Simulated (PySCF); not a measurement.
**Boron: a sound run and one with changed settings**

Sound run: B [He] 2s2 2p1, B⁺ [He] 2s2. Calculation: PySCF 2.14, in aug-cc-pVDZ (4s3p2d, 23 functions); the non-relativistic Hamiltonian (point nucleus). In the sound run the correlated levels freeze 1s2. The sound run starts from symmetry-adapted Hartree-Fock orbitals and uses a fine grid where one is needed.

A second run was set up differently.

```json
{"species": "B", "method": "UHF", "sound run (hartree)": "-24.53057", "changed run (hartree)": "-24.14899", "converged": "yes"}
{"species": "B", "method": "TPSS", "sound run (hartree)": "-24.66584", "changed run (hartree)": "-24.28925", "converged": "yes"}
{"species": "B", "method": "PBE0", "sound run (hartree)": "-24.61648", "changed run (hartree)": "-24.23603", "converged": "yes"}
{"species": "B", "method": "MP2", "sound run (hartree)": "-24.56764", "changed run (hartree)": "-24.16765", "converged": "yes"}
{"species": "B", "method": "CCSD(T)", "sound run (hartree)": "-24.59110", "changed run (hartree)": "-24.18899", "converged": "yes"}
{"species": "B⁺", "method": "UHF", "sound run (hartree)": "-24.23501", "changed run (hartree)": "-23.94847", "converged": "yes"}
{"species": "B⁺", "method": "TPSS", "sound run (hartree)": "-24.34329", "changed run (hartree)": "-24.05646", "converged": "yes"}
{"species": "B⁺", "method": "PBE0", "sound run (hartree)": "-24.29814", "changed run (hartree)": "-24.00862", "converged": "yes"}
{"species": "B⁺", "method": "MP2", "sound run (hartree)": "-24.26767", "changed run (hartree)": "-23.97788", "converged": "yes"}
{"species": "B⁺", "method": "CCSD(T)", "sound run (hartree)": "-24.29369", "changed run (hartree)": "-24.00944", "converged": "yes"}
```

Ionisation energy of B:

```tsv
method	sound run (eV)	changed run (eV)
UHF	8.043	5.456
TPSS	8.777	6.335
PBE0	8.663	6.188
MP2	8.163	5.164
SCS-MP2	8.127	5.105
CCSD	8.068	4.886
CCSD(T)	8.093	4.886
```

**Question.** What was changed?
A. minimal basis
B. too few SCF iterations
C. basis contracted for another Hamiltonian
D. angular grid far too coarse

**Answer.** A. It used basis STO-3G. A minimal basis cannot let orbitals breathe on ionisation and holds almost no correlation.
